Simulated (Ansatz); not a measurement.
Input file:

```yaml
crystal:
  periodic: [false, false, false]
  atoms:
    - {symbol: Ge, position_ang: [0.009806, 0.202438, 0.942821]}
    - {symbol: Si, position_ang: [-0.104787, 0.777489, -1.547135]}
    - {symbol: P, position_ang: [0.035461, -1.230007, -0.744318]}
    - {symbol: H, position_ang: [1.123418, 1.544418, -1.964550]}
basis:
  gaussian: {orbitals: cc-pVDZ, fitting: {mean_field: def2-universal-jkfit}}
total_charge: 1
magnetization: {spin_polarized: false, initial_magnetization: 1}
correlation: {active_space: {ras: {orbitals: [6, 1, 37], electrons: 13, max_holes: 2, max_particles: 2}, fixed_orbitals: true}}
```

```sh
$ ansatz run in.yaml --threads 1 --pin off --events-out ev --progress --plain --max-ram 2393MiB
```

Q: Roughly how long does this take on 1 thread of Arm Neoverse V2, shared host, and how much host memory?

A: 13 s wall and 0.23 GiB.

```
540 factors; integrals over basis functions are off by at most 3.5e-1 eV
mean field evaluation 1: about -73611.5473 eV, gradient 2.0e1 eV
mean field evaluation 2: about -73612.2479 eV, gradient 1.6e1 eV
mean field evaluation 4: about -73613.4456 eV, gradient 1.0e0 eV
mean field evaluation 8: about -73613.4672 eV, gradient 1.0e-4 eV
mean field evaluation 16: about -73613.4652 eV, gradient 1.3e-1 eV
mean field evaluation 32: about -73613.4668 eV, gradient 9.6e-2 eV
mean field -73613.46715897 eV, -2705.2450210919 hartree, gradient 1.8e-6 eV, S^2 0.750000; 7 other end points of the search recorded, 0 dependent functions left out
reference -73613.46715897 eV, -2705.2450210919 hartree; 31, 30 occupied and 37, 38 virtual orbitals, 540 factors
state -73620.54066324 eV, -2705.5049675793 hartree
Total energy: -73620.54066324 eV, -2705.5049675793 hartree
```

Natural occupations: 1.9789 1.9664 1.9587 1.9504 1.9469 1.9285 0.9926 0.0542 0.0328 0.0254 0.0230 0.0210 0.0184 0.0128 0.0107 0.0101 0.0082 0.0077 0.0062 0.0053 0.0049 0.0041 0.0038 0.0034.
